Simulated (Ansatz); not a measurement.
Input file:

```yaml
crystal:
  periodic: [false, false, false]
  atoms:
    - {symbol: Al, position_ang: [0.000000, -0.102375, 1.240559]}
    - {symbol: P, position_ang: [0.000000, 0.056330, -1.140390]}
    - {symbol: H, position_ang: [0.000000, 1.009496, 1.835423]}
basis:
  gaussian: {orbitals: 6-31G}
magnetization: {spin_polarized: false, initial_magnetization: 3}
correlation: {method: fic_mrcisd_q, electrons: outside_noble_gas, active_space: {window: {electrons: 9, orbitals: 9}, shells: [{species: Al, l: s, shell: 3}, {species: Al, l: p, shell: 3}, {species: H, l: s, shell: 1}, {species: P, l: s, shell: 3}, {species: P, l: p, shell: 3}]}}
```

```sh
$ ansatz run in.yaml --threads 1 --pin off --events-out ev --progress --plain --max-ram 2393MiB
```

The program prints:

```
557 factors; integrals over basis functions are off by at most 9.2e-8 eV
mean field evaluation 1: about -15865.4968 eV, gradient 6.4e0 eV
mean field evaluation 2: about -15865.5018 eV, gradient 6.4e0 eV
mean field evaluation 4: about -15866.1051 eV, gradient 5.8e-1 eV
mean field evaluation 8: about -15866.1149 eV, gradient 7.4e-3 eV
mean field evaluation 16: about -15865.2781 eV, gradient 2.8e0 eV
mean field -15866.11491966 eV, -583.0689688586 hartree, gradient 2.8e-6 eV, S^2 3.750000; 2 other end points of the search recorded, 0 dependent functions left out
reference -15866.11491966 eV, -583.0689688586 hartree; 16, 13 occupied and 12, 15 virtual orbitals, 557 factors
state -15867.11056837 eV, -583.1055582739 hartree
contracted CI cycle   1: correlation 0.00000000 eV, 0.0000000000 hartree, residual 5.38e0 eV
contracted CI cycle   2: correlation -0.75433174 eV, -0.0277211803 hartree, residual 1.15e0 eV
contracted CI cycle   3: correlation -0.78823631 eV, -0.0289671500 hartree, residual 2.64e-1 eV
contracted CI cycle   4: correlation -0.78998638 eV, -0.0290314639 hartree, residual 7.67e-2 eV
contracted CI cycle   5: correlation -0.79010499 eV, -0.0290358228 hartree, residual 2.08e-2 eV
contracted CI cycle   6: correlation -0.79011534 eV, -0.0290362033 hartree, residual 5.59e-3 eV
contracted CI cycle   7: correlation -0.79011610 eV, -0.0290362311 hartree, residual 1.59e-3 eV
contracted CI cycle   8: correlation -0.79011616 eV, -0.0290362333 hartree, residual 4.57e-4 eV
state -15867.11056837 eV, -583.1055582739 hartree; corrected -15867.91982711 eV, -583.1352979840 hartree
Total energy: -15867.91982711 eV, -583.1352979840 hartree
Checks for a lower state left out: starts, orbital_swaps
```

Natural occupations: 1.9936 1.9798 1.9615 1.0009 1.0001 0.9953 0.0318 0.0210 0.0159.

For the same geometry and basis full CI lies 9.1 meV lower.

Ran on 1 thread of Arm Neoverse V2, shared host: 3 s wall, 0.31 GiB peak host memory.
